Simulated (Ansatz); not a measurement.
Correlation energies of `F/C=C/C=C/F` by basis set

```tsv
atom	x (Å)	y (Å)	z (Å)
F1	0.187	0.721	2.885
C2	0.178	0.913	1.564
C3	0.007	-0.092	0.715
C4	-0.006	0.092	-0.715
C5	-0.178	-0.913	-1.564
F6	-0.187	-0.721	-2.885
H7	0.322	1.952	1.292
H8	-0.128	-1.091	1.119
H9	0.129	1.091	-1.119
H10	-0.322	-1.952	-1.292
```

The species carries charge 0 and has multiplicity 1. The structure was optimised at the PBE0-D4/def2-TZVP level. It is one conformer, not always the lowest. Frozen core, restricted reference, Ansatz 0.2.0. CBS rows extrapolate triple and quadruple zeta; past MP2 they add the triple-zeta difference.

| basis | HF (Eh) | MP2 corr. | CCSD corr. | (T) | CCSD(T) total |
| --- | --- | --- | --- | --- | --- |
| def2-SVP | -352.34424 | ? | ? | -0.02802 | ? |
| def2-TZVPP | -352.76937 | -1.12431 | ? | -0.04677 | ? |
| def2-QZVPP | -352.78491 | -1.21331 | – | – | – |
| CBS(def2) | -352.78705 | -1.27925 | ? | as TZ | ? |

Problem. Fill in the withheld values. (Estimate.)

Solution. Ansatz gave: def2-SVP MP2 corr.: -0.88444; def2-SVP CCSD corr.: -0.92456; def2-SVP CCSD(T) total: -353.29682; def2-TZVPP CCSD corr.: -1.15111; def2-TZVPP CCSD(T) total: -353.96725; CBS(def2) CCSD corr.: -1.30605; CBS(def2) CCSD(T) total: -354.13987.
